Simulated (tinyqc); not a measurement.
Worked calculation: RKS/LDA (VWN5) in the sto-6g basis, for H2O, spin multiplicity 1. One step of it, computed by the program tinyqc.

Problem. Iteration 1: building the Kohn-Sham matrix. J_ij = sum D_kl (ij|kl); F = H + J + V_xc; E = tr D H + tr D J / 2 + E_xc + E_nn.

D at the start, order 1O 1s, 1O 2s, 1O 2px, 1O 2py, 1O 2pz, 2H 1s, 3H 1s:
```
[[1.479455, -0.165496, -0.356326, -0.724479, -0.169533, 0.093537, -0.700374],
 [-0.165496, 1.442618, 0.146724, 1.045295, -0.599631, -0.846053, -0.273425],
 [-0.356326, 0.146724, 1.797149, -0.359291, -0.143551, -0.005399, -0.439879],
 [-0.724479, 1.045295, -0.359291, 1.643784, 0.327397, -1.262193, -0.066722],
 [-0.169533, -0.599631, -0.143551, 0.327397, 1.228925, -0.333172, -0.449301],
 [0.093537, -0.846053, -0.005399, -1.262193, -0.333172, 3.045994, -0.551249],
 [-0.700374, -0.273425, -0.439879, -0.066722, -0.449301, -0.551249, 1.914555]]
```

core Hamiltonian H = T + V (hartree), order 1O 1s, 1O 2s, 1O 2px, 1O 2py, 1O 2pz, 2H 1s, 3H 1s:
```
[[-33.012344, -7.297225, 0.000000, 0.000000, -0.020184, -1.676827, -1.676827],
 [-7.297225, -9.226199, 0.000000, 0.000000, -0.226305, -3.604913, -3.604913],
 [0.000000, 0.000000, -7.457512, 0.000000, 0.000000, 0.000000, 0.000000],
 [0.000000, 0.000000, 0.000000, -7.597688, 0.000000, -1.911551, 1.911551],
 [-0.020184, -0.226305, 0.000000, 0.000000, -7.556106, -1.678407, -1.678407],
 [-1.676827, -3.604913, 0.000000, -1.911551, -1.678407, -5.002346, -1.607165],
 [-1.676827, -3.604913, 0.000000, 1.911551, -1.678407, -1.607165, -5.002346]]
```

Two-electron integrals (ij|kl) in chemists' order, unique and non-zero (hartree):
```
(11|11) 4.787491    (21|11) 0.675884    (21|21) 0.121505    (22|11) 1.117379
(22|21) 0.249212    (22|22) 0.817383    (31|31) 0.025762    (32|31) 0.039145
(32|32) 0.180664    (33|11) 1.117381    (33|21) 0.249212    (33|22) 0.817382
(33|33) 0.880663    (41|41) 0.025762    (42|41) 0.039145    (42|42) 0.180664
(43|43) 0.047461    (44|11) 1.117381    (44|21) 0.249212    (44|22) 0.817382
(44|33) 0.785741    (44|44) 0.880663    (51|51) 0.025762    (52|51) 0.039145
(52|52) 0.180664    (53|53) 0.047461    (54|54) 0.047461    (55|11) 1.117381
(55|21) 0.249212    (55|22) 0.817382    (55|33) 0.785741    (55|44) 0.785741
(55|55) 0.880663    (61|11) 0.164612    (61|21) 0.028355    (61|22) 0.056858
(61|33) 0.056735    (61|41) 0.001060    (61|42) 0.002068    (61|44) 0.056952
(61|51) 0.000889    (61|52) 0.001735    (61|54) 0.000182    (61|55) 0.056887
(61|61) 0.006745    (62|11) 0.388866    (62|21) 0.087888    (62|22) 0.317763
(62|33) 0.312569    (62|41) 0.005372    (62|42) 0.039139    (62|44) 0.321717
(62|51) 0.004506    (62|52) 0.032825    (62|54) 0.007672    (62|55) 0.319003
(62|61) 0.020604    (62|62) 0.151771    (63|31) 0.009909    (63|32) 0.055292
(63|43) 0.008130    (63|53) 0.006818    (63|63) 0.021831    (64|11) 0.210979
(64|21) 0.048374    (64|22) 0.186559    (64|33) 0.178082    (64|41) 0.012526
(64|42) 0.077169    (64|44) 0.199725    (64|51) 0.002195    (64|52) 0.018348
(64|54) 0.011334    (64|55) 0.181869    (64|61) 0.011877    (64|62) 0.108363
(64|64) 0.098434    (65|11) 0.176941    (65|21) 0.040569    (65|22) 0.156461
(65|33) 0.149351    (65|41) 0.002195    (65|42) 0.018348    (65|44) 0.153867
(65|51) 0.011750    (65|52) 0.070679    (65|54) 0.011917    (65|55) 0.166163
(65|61) 0.009961    (65|62) 0.090881    (65|64) 0.064244    (65|65) 0.075711
(66|11) 0.521814    (66|21) 0.120122    (66|22) 0.495439    (66|33) 0.475477
(66|41) 0.009809    (66|42) 0.096673    (66|44) 0.510633    (66|51) 0.008227
(66|52) 0.081077    (66|54) 0.029484    (66|55) 0.500204    (66|61) 0.028478
(66|62) 0.295411    (66|64) 0.241048    (66|65) 0.202159    (66|66) 0.774999
(71|11) 0.164612    (71|21) 0.028355    (71|22) 0.056858    (71|33) 0.056735
(71|41) -0.001060   (71|42) -0.002068   (71|44) 0.056952    (71|51) 0.000889
(71|52) 0.001735    (71|54) -0.000182   (71|55) 0.056887    (71|61) 0.006650
(71|62) 0.019954    (71|64) 0.010439    (71|65) 0.009643    (71|66) 0.027209
(71|71) 0.006745    (72|11) 0.388866    (72|21) 0.087888    (72|22) 0.317763
(72|33) 0.312569    (72|41) -0.005372   (72|42) -0.039139   (72|44) 0.321717
(72|51) 0.004506    (72|52) 0.032825    (72|54) -0.007672   (72|55) 0.319003
(72|61) 0.019954    (72|62) 0.124985    (72|64) 0.061158    (72|65) 0.072827
(72|66) 0.201776    (72|71) 0.020604    (72|72) 0.151771    (73|31) 0.009909
(73|32) 0.055292    (73|43) -0.008130   (73|53) 0.006818    (73|63) 0.017474
(73|73) 0.021831    (74|11) -0.210979   (74|21) -0.048374   (74|22) -0.186559
(74|33) -0.178082   (74|41) 0.012526    (74|42) 0.077169    (74|44) -0.199725
(74|51) -0.002195   (74|52) -0.018348   (74|54) 0.011334    (74|55) -0.181869
(74|61) -0.010439   (74|62) -0.061158   (74|64) -0.012849   (74|65) -0.034804
(74|66) -0.086510   (74|71) -0.011877   (74|72) -0.108363   (74|74) 0.098434
(75|11) 0.176941    (75|21) 0.040569    (75|22) 0.156461    (75|33) 0.149351
(75|41) -0.002195   (75|42) -0.018348   (75|44) 0.153867    (75|51) 0.011750
(75|52) 0.070679    (75|54) -0.011917   (75|55) 0.166163    (75|61) 0.009643
(75|62) 0.072827    (75|64) 0.034804    (75|65) 0.059254    (75|66) 0.129149
(75|71) 0.009961    (75|72) 0.090881    (75|74) -0.064244   (75|75) 0.075711
(76|11) 0.159730    (76|21) 0.036472    (76|22) 0.142817    (76|33) 0.139443
(76|44) 0.142029    (76|51) 0.002954    (76|52) 0.025423    (76|55) 0.146980
(76|61) 0.008471    (76|62) 0.068210    (76|64) 0.041870    (76|65) 0.045925
(76|66) 0.137557    (76|71) 0.008471    (76|72) 0.068210    (76|74) -0.041870
(76|75) 0.045925    (76|76) 0.037406    (77|11) 0.521814    (77|21) 0.120122
(77|22) 0.495439    (77|33) 0.475477    (77|41) -0.009809   (77|42) -0.096673
(77|44) 0.510633    (77|51) 0.008227    (77|52) 0.081077    (77|54) -0.029484
(77|55) 0.500204    (77|61) 0.027209    (77|62) 0.201776    (77|64) 0.086510
(77|65) 0.129149    (77|66) 0.345810    (77|71) 0.028478    (77|72) 0.295411
(77|74) -0.241048   (77|75) 0.202159    (77|76) 0.137557    (77|77) 0.774999
```

nuclear repulsion = 9.00259153 hartree

V_xc (hartree), order 1O 1s, 1O 2s, 1O 2px, 1O 2py, 1O 2pz, 2H 1s, 3H 1s:
```
[[-2.625433, -0.338035, 0.008215, 0.005064, 0.018542, -0.084020, -0.083732],
 [-0.338035, -0.746073, 0.004265, -0.040405, 0.060731, -0.295627, -0.276701],
 [0.008215, 0.004265, -0.755453, 0.013405, 0.010118, 0.004443, 0.001479],
 [0.005064, -0.040405, 0.013405, -0.756997, -0.016360, -0.196205, 0.160804],
 [0.018542, 0.060731, 0.010118, -0.016360, -0.725565, -0.139033, -0.124258],
 [-0.084020, -0.295627, 0.004443, -0.196205, -0.139033, -0.566061, -0.126976],
 [-0.083732, -0.276701, 0.001479, 0.160804, -0.124258, -0.126976, -0.511894]]
```

E_xc = sum of w rho eps_xc = -7.35634927 hartree

Give: Coulomb J; Kohn-Sham matrix F; total energy of this density.

Solution.

Coulomb J (hartree), order 1O 1s, 1O 2s, 1O 2px, 1O 2py, 1O 2pz, 2H 1s, 3H 1s:
```
[[14.2497, 2.6284, -0.0157, 0.0184, -0.0529, 0.6140, 0.6111],
 [2.6284, 7.3957, -0.0241, 0.1880, -0.0859, 2.9957, 2.8825],
 [-0.0157, -0.0241, 7.3664, -0.0270, -0.0197, -0.0142, -0.0063],
 [0.0184, 0.1880, -0.0270, 7.4438, 0.0286, 1.8686, -1.6650],
 [-0.0529, -0.0859, -0.0197, 0.0286, 7.3768, 1.4998, 1.4258],
 [0.6140, 2.9957, -0.0142, 1.8686, 1.4998, 5.2431, 1.3696],
 [0.6111, 2.8825, -0.0063, -1.6650, 1.4258, 1.3696, 4.8421]]
```

Kohn-Sham matrix F (hartree), order 1O 1s, 1O 2s, 1O 2px, 1O 2py, 1O 2pz, 2H 1s, 3H 1s:
```
[[-21.3880, -5.0069, -0.0075, 0.0234, -0.0546, -1.1469, -1.1495],
 [-5.0069, -2.5766, -0.0199, 0.1476, -0.2514, -0.9049, -0.9991],
 [-0.0075, -0.0199, -0.8466, -0.0136, -0.0096, -0.0098, -0.0049],
 [0.0234, 0.1476, -0.0136, -0.9109, 0.0122, -0.2392, 0.4074],
 [-0.0546, -0.2514, -0.0096, 0.0122, -0.9048, -0.3177, -0.3769],
 [-1.1469, -0.9049, -0.0098, -0.2392, -0.3177, -0.3253, -0.3645],
 [-1.1495, -0.9991, -0.0049, 0.4074, -0.3769, -0.3645, -0.6722]]
```

total energy of this density = -60.961048 hartree
